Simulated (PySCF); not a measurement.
## Al2: one state, many levels of theory

State: ³Πu (triplet), unpaired electrons σ ↑, π ↑. Set-up: PySCF, no relativity, basis sets Al def2-TZVPP. De refers to Al + Al in their high-spin ground configurations, without counterpoise correction. The functionals are run spin-unrestricted.

```csv
Level,Re (Å),ωe (cm⁻¹),De (eV)
UHF,2.758,275,0.80
UHF-MP2,2.715,291,1.34
UHF-SCS-MP2,2.708,295,1.21
UHF-CCSD,2.721,285,1.27
UHF-CCSD(T),2.720,285,1.38
PBE,2.755,260,1.64
revPBE,2.770,256,1.53
TPSS,2.740,266,1.54
r²SCAN,2.737,271,1.62
TPSSh,2.730,271,1.50
PBE0,2.729,274,1.54
BHandHLYP,2.726,275,1.23
LC-ωPBE,2.682,301,1.34
```

Q: Which functional lies closest to UHF-CCSD(T) in De, which farthest, and by how much do they differ from it?

A: Closest is LC-ωPBE (-3.8 pm in Re, +5.6 % in ωe, -0.04 eV in De against UHF-CCSD(T) in the same basis), farthest PBE (+3.5 pm in Re, -8.8 % in ωe, +0.26 eV in De). CCSD(T) converges more slowly with the basis than the functionals do and binds too weakly in this one, so the order can change at the basis-set limit.

Correlated steps freeze 10 core orbitals. The state is the lowest determinant that a PBE0 search found; another state may lie lower at other levels.

The whole job (state search and all levels along the bond) took about 6.2 min on 1 thread of Arm Neoverse V1 (shared host), peak memory 2.5 GiB.
